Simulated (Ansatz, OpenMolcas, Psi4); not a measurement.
## AlO (oxoaluminum): methods side by side

AlO: 2 atoms, total charge 0, spin state doublet. SMILES: `[O]=[Al]`. The coordinates come from a PBE0-D4/def2-TZVP relaxation.

```xyz
2

O     0.0000    0.0000   -0.0249
Al    0.0000    0.0000    1.5950
```

Quantity: the electronic atomisation energy, in eV. The values are calculated. Electronic energies at fixed atoms, without zero-point motion or spin-orbit coupling.

| level | kind | program | value (eV) | less CCSD(T)/def2-TZVPPD |
| --- | --- | --- | --- | --- |
| UBLYP/def2-TZVPPD | GGA | OpenMolcas | 5.61 | +0.67 |
| UTPSS/def2-TZVPPD | meta-GGA | Psi4 | 5.38 | +0.44 |
| U-r2SCAN0/def2-TZVPPD | hybrid meta-GGA | Ansatz | 4.89 | -0.05 |
| UB3LYP/def2-TZVPPD | global hybrid | OpenMolcas | 5.21 | +0.27 |
| UHSE06/def2-TZVPPD | range-separated hybrid | Ansatz | 5.07 | +0.13 |
| UB2PLYP/def2-TZVPPD (density fitting for correlation) | double hybrid | Psi4 | 5.24 | +0.30 |
| UPBE-QIDH/def2-TZVPPD | double hybrid | Ansatz | 4.90 | -0.04 |
| RPA@PBE0/def2-TZVPPD | RPA | Ansatz | 4.77 | -0.17 |
| UMP2/def2-TZVPPD | perturbation theory | Psi4 | 4.72 | -0.22 |
| ROCCSD(T)/def2-TZVPPD | coupled cluster or CI | OpenMolcas | 4.94 | 0.00 |

ROCCSD(T)/def2-TZVPPD is the highest level here, not the true value. The values span 4.72 to 5.61 eV.
